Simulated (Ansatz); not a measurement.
```yaml
crystal:
  periodic: [false, false, false]
  atoms:
    - {symbol: N, position_ang: [-1.275027, -0.172319, 0.845270]}
    - {symbol: C, position_ang: [-0.401831, 0.054380, 0.204418]}
    - {symbol: O, position_ang: [0.546802, 0.367292, -0.527785]}
    - {symbol: H, position_ang: [1.183432, -0.307336, -0.541391]}
basis:
  gaussian: {orbitals: "6-311G**"}
hamiltonian: {xc: {name: wPBEh}}
scf: {lower_state_search: full}
```

```sh
$ ansatz run in.yaml --threads 2 --pin off --events-out ev --progress --plain --max-ram 32768MiB --backend cpu
```

How does Ansatz answer? (Estimate.)

Computed: The input was rejected before any iteration.
```
Error: <dir> can't be read: No such file or directory (os error 2)
```
